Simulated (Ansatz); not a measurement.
Geometry optimisation, Ansatz, RKS PBE0-D4/def2-SVP.

Input file:

```yaml
crystal:
  periodic: [false, false, false]
  atoms:
    - { symbol: C, position_ang: [-0.2071, -1.6193, 0.3099] }
    - { symbol: C, position_ang: [-0.132, -0.0614, 0.1821] }
    - { symbol: O, position_ang: [0.8035, 0.3772, 1.1141] }
    - { symbol: S, position_ang: [-1.6541, 0.7254, 0.5608] }
    - { symbol: S, position_ang: [0.3927, 0.3562, -1.5425] }
    - { symbol: S, position_ang: [1.0213, 2.3346, -1.3843] }
    - { symbol: H, position_ang: [-0.9668, -1.9916, -0.3915] }
    - { symbol: H, position_ang: [-0.4984, -1.8516, 1.3105] }
    - { symbol: H, position_ang: [0.7124, -2.0469, 0.1527] }
    - { symbol: H, position_ang: [0.6483, 1.3257, 1.2465] }
    - { symbol: H, position_ang: [-2.3589, 0.2819, -0.5205] }
    - { symbol: H, position_ang: [0.96875, -0.06468, -2.72378] }
basis:
  gaussian: { orbitals: def2-SVP }
hamiltonian:
  xc: pbe0
  dispersion: d4
relax:
  f_tol: 0.02
  max_steps: 50
```

Run as:

```bash
$ ansatz run input.yaml --threads 2 --pin off --max-ram 3072MiB --backend cpu --events-out ev --progress --plain --runs-dir out
```

**Question.** Where does it end, and by what steps?

**Answer.** It converged. After 9 steps the energy has fallen by 2.282 eV; H12 moved furthest, 1.00 Å.

```csv
step,energy less start (eV),largest force component (eV/Å),accepted
0,0.0000,3.660,yes
1,-1.1903,2.196,yes
2,-1.7089,1.229,yes
3,-1.9865,0.898,yes
4,-2.1782,0.506,yes
5,-2.2475,0.785,yes
6,-2.2787,0.157,yes
7,-2.2814,0.063,yes
8,-2.2818,0.051,yes
9,-2.2821,0.010,yes
```

```xyz
12
Properties=species:S:1:pos:R:3
C -0.241 -1.561 0.198
C -0.200 -0.055 0.212
O 0.773 0.432 0.990
S -1.801 0.740 0.631
S 0.188 0.565 -1.624
S 1.040 2.327 -1.248
H -0.972 -1.939 -0.531
H -0.532 -1.915 1.197
H 0.758 -1.961 -0.034
H 1.019 1.337 0.626
H -2.536 0.107 -0.311
H 1.233 -0.312 -1.791
```

The run took 50 s on 2 threads of Arm Neoverse V1, with other jobs on the host, peak memory 0.34 GiB.
